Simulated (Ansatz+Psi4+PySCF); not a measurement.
The numbers below are computed, except where a source is named.
## PySCF 2.14.0 run

```python
from pyscf import gto, scf, mp

# the (T+d) and (D+d) sets load through basis_set_exchange
mol = gto.M(atom="""
Al 0.000000 0.000000 -0.007700
Cl 0.000000 0.000000 2.137700
""", basis='cc-pv(t+d)z', charge=1, spin=1)
mf = scf.UHF(mol)
mf.kernel()
pt = mp.MP2(mf, frozen=10).run()
print(mf.e_tot, pt.e_corr, pt.e_tot)
```

The script is written out from the run's settings.

The run gave:

```json
{"Converged": "yes", "Reference energy": "-701.20528 hartree", "Correlation energy": "-0.21425 hartree", "Total energy": "-701.41953 hartree", "Spin squared of the determinant": "0.759"}
```

Messages of the program:
```
WARN: HOMO -0.253468416771616 >= LUMO -0.253468416771616
WARN: HOMO -0.253468416771616 >= LUMO -0.253468416771616
```
